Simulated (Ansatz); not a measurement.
## Relative stability

The two ends of one reaction step of CH3ClF (charge -1), closed shell (PBE0-D4/def2-TZVPD).

A:

```tsv
atom	x (Å)	y (Å)	z (Å)
F1	-1.0451	0.9740	1.2346
C2	-0.2659	0.2473	0.3143
Cl3	1.5130	-1.4073	-1.7877
H4	-0.9130	-0.4078	-0.2653
H5	0.2439	0.9409	-0.3511
H6	0.4673	-0.3471	0.8554
```

B:

```xyz
6
angstrom
F -1.2195 1.1338 1.4411
C 0.1471 -0.1367 -0.1738
Cl 1.1735 -1.0909 -1.3865
H -0.8813 -0.4404 -0.3067
H 0.2772 0.9137 -0.3910
H 0.5031 -0.3795 0.8170
```

Computed with Ansatz 0.2.0 (basis: def2-TZVPPD); correlated methods freeze the cores. B3LYP uses VWN-RPA correlation.

(1) Which structure is lower at CCSD(T), and by how much? (An estimate is asked for; the value comes from the calculation.)

T1 diagnostic: at most 0.016.

Results:

(1) The calculation gives: A, by 26.02 kcal/mol (electronic energy, against the other). By their contacts, A is a complex of CH₃F ([CH3][F]) + Cl, total charge -1 and B is a complex of CH₃Cl ([CH3][Cl]) + F, total charge -1.

All methods give the same order:

```csv
method,E(B) − E(A) (kcal/mol)
SPW92,21.61
PBE-D4,20.94
BLYP-D4,21.09
r2SCAN-D4,24.68
B97M-V,26.72
PBE0-D4,25.79
B3LYP-D4,25.09
r2SCAN0-D4,27.82
BHLYP-D4,29.67
CAM-B3LYP-D4,26.41
wB97X-V,26.48
wB97M-V,26.48
B2PLYP,25.09
PBE-QIDH,27.04
RPA on PBE,25.35
HF,37.20
MP2,24.39
CCSD,27.96
CCSD(T),26.02
```

Labels in which every atom is bracketed show which atoms are joined, not bond orders.

For scale, one of the runs: CCSD(T)/def2-TZVPPD, 179 basis functions, launched by `ansatz run in.yaml --threads 2 --pin off --events-out ev --progress --plain --max-ram 4352MiB`. Time: 43 s of wall clock on 2 CPU threads of an Arm Neoverse V2; the host was shared. Peak host memory: 1.7 GiB.
